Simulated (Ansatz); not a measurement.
# AlH₃ (singlet): the correlation ladder, cc-pVTZ

The task here is to estimate one member of a computed series from the others.

Program: Ansatz 0.2.0, Gaussian basis. Level of theory: cc-pVTZ, core rule «outside noble gas», up to 5 orbitals frozen. These are calculated values, not measurements.

Plan: UHF; CCSD(T) on RHF; CCSD(T) on UHF; BCCD(T) on RHF; CCSDT(Q) on RHF; CCSDT(Q) on UHF; CASSCF and MRCISD+Q, 6 electrons in 7 orbitals; CASSCF and NEVPT2, 6 electrons in 7 orbitals.

28 further runs of the same task are left out: 6 for a known fault of the program, 8 that didn't finish, 14 set aside as unsound or not needed.

## The geometry

The geometry is a PBE0/def2-TZVP stationary point (not a proven minimum) of the parent state, kept for this charge and spin.

4 atoms, charge 0, spin multiplicity 1.

Atoms are counted from 1 here; the program's logs count them from 0.

Bond lengths: Al1–H2 1.590 Å, Al1–H3 1.843 Å, Al1–H4 1.843 Å, H3–H4 0.841 Å. Angles: H2–Al1–H3 101.8°, H2–Al1–H4 101.8°, H3–Al1–H4 26.4°, Al1–H3–H4 76.8°, Al1–H4–H3 76.8°.

The first run:

in.yaml reads:

```yaml
crystal:
  periodic: [false, false, false]
  atoms:
    - {symbol: Al, position_ang: [0.000000, 0.074413, -0.095633]}
    - {symbol: H, position_ang: [0.000000, -1.372409, -0.753982]}
    - {symbol: H, position_ang: [0.420650, -0.309773, 1.656991]}
    - {symbol: H, position_ang: [-0.420650, -0.309773, 1.656991]}
basis:
  gaussian: {orbitals: cc-pVTZ}
magnetization: {spin_polarized: true, initial_magnetization: 0}
hamiltonian: {xc: hf}
output: {orbitals: {seedname: orbitals}}
```

Command:

```sh
$ ansatz run in.yaml --threads 1 --pin off --events-out ev --progress --plain --max-ram 2393MiB
```

Steps of the session up to this table: UHF; CCSD(T) on RHF; CCSD(T) on UHF; BCCD(T) on RHF; CCSDT(Q) on RHF; CCSDT(Q) on UHF; CASSCF and MRCISD+Q, 6 electrons in 7 orbitals; CASSCF and NEVPT2, 6 electrons in 7 orbitals.

One table of the session follows, with a row left open; its other results are not shown here.

```
          method  from RCCSDT(Q) (kcal/mol)
             RHF                     +83.89
             UHF                     +75.45
            RMP2                     +20.02
            UMP2                     +21.13
           RCCSD                      +2.23
           UCCSD                      +2.71
        RCCSD(T)                      +0.49
        UCCSD(T)                      +0.93
         BCCD(T)                      +0.50
          RCCSDT                      +0.07
          UCCSDT                      +0.13
       RCCSDT(Q)                          0
       UCCSDT(Q)                      +0.02
  CASSCF valence                     +41.72
  NEVPT2 valence                     +13.83
  MRCISD valence                      +1.90
MRCISD+Q valence                          ?
```

**Question.** Estimate the row for MRCISD+Q valence.

**Answer.** from RCCSDT(Q) (kcal/mol): +0.38. In the column «from RCCSDT(Q) (kcal/mol)» it lies between UCCSDT (+0.13) and RCCSD(T) (+0.49).

To keep in mind: The determinant is far from a pure spin state, so its energy mixes those of several spin states (harmless only where they are near-degenerate, as at dissociation). Restricted and unrestricted rows rest on different reference determinants; where their highest levels disagree by more than a few hundredths of an eV, they describe different states and don't form one ladder.
